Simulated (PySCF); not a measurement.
Relaxation of quartet Li3

Method: UPBE in PySCF with Li def2-TZVP; no relativity; density-fitted integrals. A (50,194) grid was used.

A hand-made equilateral triangle start, of D3h symmetry, held to at least that symmetry:

```xyz
3
charge 0 multiplicity 4, angstrom
Li    0.8293   -1.4364    0.0000
Li   -1.6586    0.0000    0.0000
Li    0.8293    1.4364    0.0000
```

Optimiser trace:
| step | E − E(last) (kJ/mol) | largest gradient (Eh/bohr) |
| --- | --- | --- |
| 0 | 9.80 | 0.00681 |
| 1 | 8.49 | 0.00622 |
| 2 | 1.37 | 0.00208 |
| 3 | 0.19 | 0.00071 |
| 4 | 0.01 | 0.00013 |
| 5 | 0.00 | 0.00001 |

It ends at D3h with Li–Li 3.267 Å (×3); Li–Li–Li 60.0° (×3). A frequency run shows a minimum. Other isomers or separated fragments may lie lower.

Final geometry:
Coordinates in bohr (charge 0 multiplicity 4):
```
Li    1.7823   -3.0870    0.0000
Li   -3.5646    0.0000    0.0000
Li    1.7823    3.0870    0.0000
```

At this level a doublet minimum of C2v symmetry lies 106 kJ/mol below this structure.

The relaxation took 1.4 s on 2 threads of a shared Arm Neoverse V2 host, with 42 basis functions and 6 gradients; the process peaked at 0.32 GiB.
